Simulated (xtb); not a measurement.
xtb input:

```bash
xtb mol.xyz --gfn 2 --sp --chrg 0 --uhf 0
```
mol.xyz:
```
6

C     -0.05249934     0.66361634    -0.00082491
O     -0.03987542    -0.75703536     0.00178984
H     -1.09784462     0.96908472     0.00748358
H      0.87401456    -1.05773522    -0.00540936
H      0.43649641     1.08332517     0.88540014
H      0.42133308     1.07991017    -0.89684359
```

Q: Predict the final energy.

A: -8.22593 Eh (GFN2-xTB).
